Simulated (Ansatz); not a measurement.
# C₂H₅NS: up Jacob's ladder to CCSD(T)

An exercise on one series of results from a longer session: the logs are not shown, and one member is left open.

The runs use Ansatz 0.2.0, Gaussian basis; functionals in def2-TZVPP, the program's frozen cores in correlated methods.

Levels to be run: LDA (SPW92), PBE-D4, revPBE-D4, BLYP-D4, r2SCAN-D4, B97M-V, PBE0-D4, B3LYP-D4, r2SCANh-D4, r2SCAN0-D4, HSE06-D4, BHLYP-D4, CAM-B3LYP-D4, LC-ωPBE, ωB97X-V, ωB97M-V, B2PLYP, PBE-QIDH; CCSD(T)/def2-SVP; CCSD(T)/def2-TZVPP; MP2/def2-QZVPP; extrapolation to the limit; RPA on PBE.

## The relaxed structure

An earlier PBE0-D4 in a triple-zeta def2 set relaxation fixed the geometry.

9 atoms, charge 0, spin multiplicity 1.

Atoms are counted from 1 here; the program's logs count them from 0.

Bond lengths: C1–N2 1.438 Å, C1–H5 1.100 Å, C1–H6 1.093 Å, C1–H7 1.093 Å, N2–C3 1.255 Å, C3–S4 1.754 Å, C3–H8 1.099 Å, S4–H9 1.341 Å. Angles: N2–C1–H5 113.6°, N2–C1–H6 109.3°, N2–C1–H7 109.3°, H5–C1–H6 108.8°, H5–C1–H7 108.8°, H6–C1–H7 106.9°, C1–N2–C3 118.0°, N2–C3–S4 120.4°, N2–C3–H8 124.1°, S4–C3–H8 115.5°, C3–S4–H9 95.5°.

The first run:

File in.yaml:

```yaml
crystal:
  periodic: [false, false, false]
  atoms:
    - {symbol: C, position_ang: [-0.059185, 1.460333, 0.196119]}
    - {symbol: N, position_ang: [0.415399, 0.174874, 0.632766]}
    - {symbol: C, position_ang: [0.096250, -0.832291, -0.043687]}
    - {symbol: S, position_ang: [0.641127, -2.429935, 0.432607]}
    - {symbol: H, position_ang: [-0.672164, 1.417123, -0.716073]}
    - {symbol: H, position_ang: [-0.648895, 1.917841, 0.995157]}
    - {symbol: H, position_ang: [0.795259, 2.118152, 0.015200]}
    - {symbol: H, position_ang: [-0.523672, -0.794985, -0.949792]}
    - {symbol: H, position_ang: [0.044381, -3.077512, -0.579397]}
basis:
  gaussian: {orbitals: def2-TZVPP}
hamiltonian: {xc: lda}
output: {orbitals: {seedname: orbitals}}
```

Started as:

```sh
ansatz run in.yaml --threads 2 --pin off --events-out ev --progress --plain --max-ram 4352MiB
```

Steps of the session up to this table: LDA; PBE-D4 (GGA); revPBE-D4 (GGA); BLYP-D4 (GGA); r2SCAN-D4 (meta-GGA); B97M-V (meta-GGA); B3LYP-D4 (hybrid); r2SCANh-D4 (hybrid); r2SCAN0-D4 (hybrid); HSE06-D4 (hybrid); BHLYP-D4 (hybrid); CAM-B3LYP-D4 (range-separated); LC-ωPBE (range-separated); ωB97X-V (range-separated); ωB97M-V (range-separated); B2PLYP (double hybrid); PBE-QIDH (double hybrid).

One table of the session follows, with a row left open; its other results are not shown here.

It belongs to the step «Frontier levels by functional». 

| functional | HOMO (eV) | gap (eV) |
| --- | --- | --- |
| LDA (SPW92) | -6.05 | 4.58 |
| PBE-D4 | -5.92 | 4.67 |
| revPBE-D4 | -5.87 | 4.70 |
| BLYP-D4 | -5.76 | 4.64 |
| r2SCAN-D4 | -6.14 | 5.08 |
| B97M-V | -6.20 | 5.24 |
| PBE0-D4 | -7.05 | 6.84 |
| B3LYP-D4 | -6.83 | 6.37 |
| r2SCANh-D4 | -6.56 | 5.88 |
| r2SCAN0-D4 | -7.20 | 7.09 |
| HSE06-D4 | -6.65 | 6.06 |
| BHLYP-D4 | -8.05 | 9.00 |
| CAM-B3LYP-D4 | -8.33 | 9.29 |
| LC-ωPBE | -9.69 | 11.82 |
| ωB97X-V | ? | ? |
| ωB97M-V | -9.18 | 11.15 |

Estimate the missing values for ωB97X-V.

The run gave: HOMO (eV): -9.32; gap (eV): 11.38. In the column «HOMO (eV)» it lies between LC-ωPBE (-9.69) and ωB97M-V (-9.18).
